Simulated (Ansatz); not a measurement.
We consider HgS (P3₂21, No. 154), described by PBE+SOC (Ansatz, a program for electronic structure, PAW).

Settings: plane-wave cutoff 520 eV, 12×12×4 k mesh (along the axes of the cell as run), Fermi–Dirac smearing 0.01 eV, PAW data made under PBE.

Response to compression and expansion:

Shape and atoms are relaxed at each volume.

| V (Å³/atom) | P (GPa) | direct gap at Γ (eV) | smallest gap on the k mesh (eV) | c (Å) |
|---|---|---|---|---|
| 27.151 | 0.32 | 1.859 | 1.813 | 9.691 |
| 27.717 | 0.15 | 1.916 | 1.870 | 9.715 |
| 28.283 | 0.00 | 1.967 | 1.920 | 9.738 |
| 28.848 | -0.11 | 2.012 | 1.967 | 9.760 |
| 29.414 | -0.21 | 2.050 | 2.010 | 9.782 |

A straight line through the gaps at Γ against ln V gives a volume deformation potential dE_g(Γ)/d ln V of 2.4 eV: the gap at Γ narrows under compression.

Note: the cell is over a tenth larger than the published one (another phase or state, or a fault of the published cell, is possible); the bulk modulus comes from volumes at which shape and atoms were relaxed.
